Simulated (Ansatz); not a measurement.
Program: Ansatz 0.2.0.

Basis-set series for C3H7Cl (`CCCCl`). Total charge 0; spin multiplicity 1. The structure was optimised at the PBE0-D4/def2-TZVP level. It is one conformer, not always the lowest.

```csv
functional,basis,functions,energy (Eh),HOMO (eV),LUMO (eV)
PBE0-D4,def2-SVP,95,-578.21445,-8.08,1.50
PBE0-D4,def2-TZVPP,233,-578.50370,-8.26,0.96
ωB97M-V,def2-SVP,95,-578.40363,-10.37,3.35
ωB97M-V,def2-TZVPP,233,-578.69996,-10.58,2.59
```

Task: Give the rows for def2-QZVPP. (An estimate is asked.)

Result: The calculation gave: 
```json
{"functional": "PBE0-D4", "basis": "def2-QZVPP", "functions": "451", "energy (Eh)": "-578.52418", "HOMO (eV)": "-8.30", "LUMO (eV)": "0.58"}
{"functional": "ωB97M-V", "basis": "def2-QZVPP", "functions": "451", "energy (Eh)": "-578.71995", "HOMO (eV)": "-10.63", "LUMO (eV)": "1.87"}
```

Positive LUMOs are unbound and depend on the basis.
